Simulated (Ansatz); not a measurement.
in.yaml

```yaml
crystal:
  periodic: [false, false, false]
  atoms:
    - {symbol: N, position_ang: [0.000000, 0.000000, 0.207233]}
    - {symbol: Mg, position_ang: [0.000000, 0.000000, -1.674467]}
    - {symbol: H, position_ang: [0.000000, 0.000000, 1.467233]}
basis:
  gaussian: {orbitals: def2-mTZVP}
magnetization: {spin_polarized: true, initial_magnetization: 2}
correlation: {method: mp2, electrons: outside_noble_gas}
scf: {lower_state_search: full}
```

```sh
$ ansatz run in.yaml --threads 1 --pin off --events-out ev --progress --plain --max-ram 2393MiB
```

The program prints:

```
336 factors; integrals over basis functions are off by at most 1.2e-3 eV
mean field evaluation 1: about -6924.5991 eV, gradient 1.8e1 eV
mean field evaluation 2: about -6924.6021 eV, gradient 1.8e1 eV
mean field evaluation 4: about -6926.5702 eV, gradient 1.9e0 eV
mean field evaluation 8: about -6926.6446 eV, gradient 3.6e-3 eV
mean field evaluation 16: about -6926.6448 eV, gradient 2.4e-2 eV
mean field evaluation 32: about -6915.0553 eV, gradient 3.0e1 eV
mean field evaluation 64: about -6925.3489 eV, gradient 1.3e0 eV
mean field -6926.64464455 eV, -254.5494956387 hartree, gradient 1.5e-6 eV, S^2 2.013428; 10 other end points of the search recorded, 0 dependent functions left out
6 core orbitals not correlated: weight in the atoms' cores, before any rotation towards them, 1.000 or more for the frozen orbitals, at most 0.000 for the correlated occupied ones
reference -6926.64464455 eV, -254.5494956387 hartree; 5, 3 occupied and 25, 27 virtual orbitals, 336 factors
second order -4.29877596 eV of doubles, -0.00000000 eV of singles
Total energy: -6930.94342051 eV, -254.7074727415 hartree
```

Ran on 1 thread of Arm Neoverse V1, shared host: 0.45 s wall, 0.15 GiB peak host memory.
